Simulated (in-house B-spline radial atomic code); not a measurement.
The numbers below are computed, except where a source is named.
Ne at several levels of theory

Ground configuration [He] 2s2 2p6. All numbers come from a B-spline radial code for spherical atoms, all electrons, at the radial basis limit. Mean-field, RPA, GW and linear-response runs are non-relativistic, without Breit or QED terms, open shells spin-polarised at highest spin; the many-body runs on Dirac-Hartree-Fock orbitals are four-component, and their energies hold both.

**Ionisation energy.** The reference is 21.565 eV (NIST, measured). It runs between the lowest fine-structure levels, while the runs without spin-orbit coupling give shell averages, so part of their difference is this splitting, and a close match can be a cancellation.

```json
{"method": "minus the highest LDA VWN5 level", "value (eV)": "13.55", "minus reference (eV)": "-8.01"}
{"method": "minus the highest PBE level", "value (eV)": "13.35", "minus reference (eV)": "-8.22"}
{"method": "G0W0 on PBE", "value (eV)": "20.58", "minus reference (eV)": "-0.98"}
{"method": "minus the highest r2SCAN level", "value (eV)": "13.98", "minus reference (eV)": "-7.58"}
{"method": "minus the highest PBE0 level", "value (eV)": "16.00", "minus reference (eV)": "-5.57"}
{"method": "G0W0 on PBE0", "value (eV)": "21.20", "minus reference (eV)": "-0.37"}
{"method": "minus the highest B3LYP (VWN-RPA) level", "value (eV)": "15.65", "minus reference (eV)": "-5.92"}
{"method": "minus the highest CAM-B3LYP level", "value (eV)": "17.67", "minus reference (eV)": "-3.89"}
{"method": "minus the highest LC-wPBE level", "value (eV)": "18.78", "minus reference (eV)": "-2.78"}
{"method": "minus the highest Hartree-Fock level", "value (eV)": "23.14", "minus reference (eV)": "+1.58"}
{"method": "G0W0 on Hartree-Fock", "value (eV)": "21.95", "minus reference (eV)": "+0.38"}
{"method": "Dirac-Fock + self-energy with TDHF screening (2p3/2)", "value (eV)": "21.57", "minus reference (eV)": "+0.01"}
```

Which methods come closest, and which lies farthest off?

Closest: Dirac-Fock + self-energy with TDHF screening (2p3/2) (+0.01 eV) and G0W0 on PBE0 (-0.37 eV). Farthest: minus the highest PBE level (-8.22 eV). The TDHF-screened form was chosen among four for its agreement on 13 closed-shell atoms.

**Static dipole polarisability and C6** of two like species, by linear response:

| method | α (bohr³) | C6 (hartree·bohr⁶) |
| --- | --- | --- |
| LDA VWN5 | 3.05 | 7.391 |
| PBE | 3.075 | 7.435 |
| PBE0 | 2.813 | 6.716 |
| B3LYP (VWN-RPA) | 2.879 | 6.886 |
| CAM-B3LYP | 2.878 | 6.891 |
| LC-wPBE | 2.917 | 7.029 |
| TDHF | 2.377 | 5.517 |
| relativistic RPA (four-component TDHF) | 2.38 | 5.523 |

What mean excitation energy do α and C6 imply in London's formula C6 = (3/4) α² ω?

LDA VWN5: ω = 1.059 hartree; relativistic RPA (four-component TDHF): ω = 1.300 hartree. A method that puts the excitations lower gives a larger α and a smaller ω.

How do these compare with the recommended polarisability?

The recommended value is 2.6611 bohr³ (Schwerdtfeger and Nagle, table of static dipole polarizabilities (2023 update)). The methods run from -11 % to +16 %; PBE0 is nearest (+6 %).

Run times on one thread of shared hosts: mean field, RPA, SOSEX and G0W0 on PBE, 1 s (Arm Neoverse N1); TDDFT with PBE, 0.3 s (Arm Neoverse N1); removal energies by the self-energy, 6.5 s (Arm Neoverse N1).
